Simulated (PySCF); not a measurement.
A GIAO shielding run with PySCF 2.14.0 with density-fitted response routines (density fitting, non-relativistic, gas phase) on `C1COCC[PH2+]1`, [C$_{4}$H$_{10}$OP]+:

```
{"job": {"kind": "nmr", "xc": "PBE0", "basis": "pcSseg-1"}, "charge": 1, "multiplicity": 1}
C     -1.540271    -0.179633     0.248799
C     -1.014566     0.919787    -0.704522
P      0.736083     1.171767    -0.324940
C      1.451758    -0.481605    -0.162751
C      0.476627    -1.325822     0.691802
O     -0.809730    -1.370354     0.137481
H     -1.534611     0.184136     1.287716
H     -2.566360    -0.435465    -0.023285
H     -1.584469     1.844319    -0.589876
H     -1.099768     0.573303    -1.739967
H      1.376781     1.930346    -1.276970
H      0.857135     1.846202     0.869325
H      1.535931    -0.923820    -1.161134
H      2.442721    -0.443766     0.294587
H      0.442680    -0.939205     1.721978
H      0.822462    -2.361247     0.720345
```

Hardware: 1 thread of an Arm Neoverse V1, shared host. The job also computes population analyses, field gradients, ring-centre shieldings.

Problem. How large is the calculation?

Solution. 56 electrons, 159 basis functions and 846 auxiliary functions.

Problem. How long does it take?

Solution. 20 s of wall time, with 12 SCF cycles and 4 response iterations. Times on a shared host scatter by some tens of per cent.
